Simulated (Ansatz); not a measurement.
Basis sets over 6 cases of the harmonic zero-point energy at MP2 with Ansatz (Al to Cl present), each against its own reference: (a) the value in aug-cc-pVTZ; (b) the value in aug-pcseg-2; (c) the value in def2-QZVPP; (d) the value in pcseg-3 (pcseg sets are built for DFT). By their distance from other large sets or by the extrapolation step the references are unsure by up to roughly 0.03 kcal/mol and lie short of the limit. Each level at its own minimum, unscaled; frozen cores; unrestricted open shells; no added dispersion term; no relativity. Cartesian d functions in some cases of 6-31G*, 6-311G**, 6-311+G**. (X+d) sets on Al to Cl for cc-pVXZ and aug-cc-pVXZ. 

Cases are drawn at random; left out are references unsure by over 0.067 kcal/mol, runs with very soft modes, doubtful singlets, and cases whose largest runs show a restricted determinant unstable towards unrestricted orbitals, <S^2> over 0.1 too high or, where CCSD(T) ran, T1 over 0.025 (0.045 for open shells). Sets are drawn from those converged to one state in every case.

Cases (SMILES) and reference values:
- ClO (OH-Cl): 8.33 kcal/mol (b)
- S (H2S): 9.73 kcal/mol (d)
- [B](Cl)Cl, doublet: 2.87 kcal/mol (a)
- [SiH]=O (O-SiH), doublet: 5.71 kcal/mol (c)
- [Al]([Cl])[Cl], doublet: 1.70 kcal/mol (a)
- [PH2] (PH2), doublet: 8.71 kcal/mol (c)

| basis | functions over def2-SVP (largest species, mean of cases) | mean signed deviation (kcal/mol) | mean absolute | largest | within 0.2 kcal/mol |
|---|---|---|---|---|---|
| 6-31G* | 1.0 | 0.10 | 0.12 | 0.25 | 5 of 6 |
| def2-SVP | 1.0 | 0.11 | 0.11 | 0.20 | 6 of 6 |
| cc-pVDZ | 1.2 | 0.03 | 0.06 | 0.10 | 6 of 6 |
| 6-311G** | 1.4 | 0.07 | 0.09 | 0.19 | 6 of 6 |
| 6-311+G** | 1.6 | 0.05 | 0.08 | 0.11 | 6 of 6 |
| aug-cc-pVDZ | 1.8 | -0.06 | 0.06 | 0.13 | 6 of 6 |
| def2-TZVP | 1.9 | 0.00 | 0.02 | 0.07 | 6 of 6 |
| pcseg-2 | 2.1 | 0.06 | 0.06 | 0.09 | 6 of 6 |
| cc-pVTZ | 2.3 | 0.00 | 0.02 | 0.03 | 6 of 6 |
| def2-TZVPP | 2.4 | 0.01 | 0.02 | 0.03 | 6 of 6 |
| jun-cc-pV(T+d)Z | 2.7 | -0.01 | 0.02 | 0.03 | 6 of 6 |
| 6-311++G(3df,3pd) | 2.8 | 0.01 | 0.02 | 0.02 | 6 of 6 |
| def2-TZVPPD | 2.9 | 0.00 | 0.01 | 0.01 | 6 of 6 |

Among the sets for which every case ran a larger relative (same family, alike in diffuse functions, listed or not), the smallest listed that holds all cases within 0.2 kcal/mol together with them is def2-SVP, at 1.0 times the functions of def2-SVP. Inside, though some case ran no larger relative to test it: 6-311G**, pcseg-2, cc-pVTZ, def2-TZVPP, 6-311++G(3df,3pd), def2-TZVPPD. Largest deviations of relatives not listed, over the cases that ran them: 6-311++G(2d,2p) 0.06, pcseg-3 0.00, def2-QZVP 0.00, cc-pVQZ 0.01, def2-QZVPP 0.00, aug-cc-pVTZ 0.04 kcal/mol. A case lies within its reference's uncertainty of the window's edge in def2-SVP, 6-311G**. These figures hold for the cases listed.

Ansatz is an electronic-structure program.
